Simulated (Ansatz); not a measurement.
# 2H WSe2

Method: HSE06 in Ansatz (plane waves, PAW).

Numerical settings: plane-wave cutoff 500 eV, 12×12×2 k mesh (along the axes of the cell as run), gaussian smearing 0.02 eV, no spin polarisation, scalar-relativistic PAW data made under PBE.

Cell: relaxed with r²SCAN: a = b = 3.315 Å, c = 13.724 Å, α = β = 90.00°, γ = 120.00°.

```json
{
  "band_gap": "1.73 eV (on the SCF k mesh)"
}
```

Measured, for comparison: band gap 1.2 eV (room temperature, not corrected to a static lattice, bulk 2H; as tabulated in Bastos et al. (2019), arXiv:1903.08112).

Note: the cell comes from a level without a dispersion term, which matters for the spacing of layers, chains or molecules; cell and atoms aren't relaxed at this level (largest force component 0.22 eV/Å, pressure -2.0 GPa); the cell has widely spaced layers and the level no dispersion term, so their spacing and the moduli can rest on weak binding.

Spin–orbit coupling is not included.

Computed values are for the static lattice.

Cost on a shared machine: around 14 core-minutes (rough).

Ansatz is an electronic-structure program.
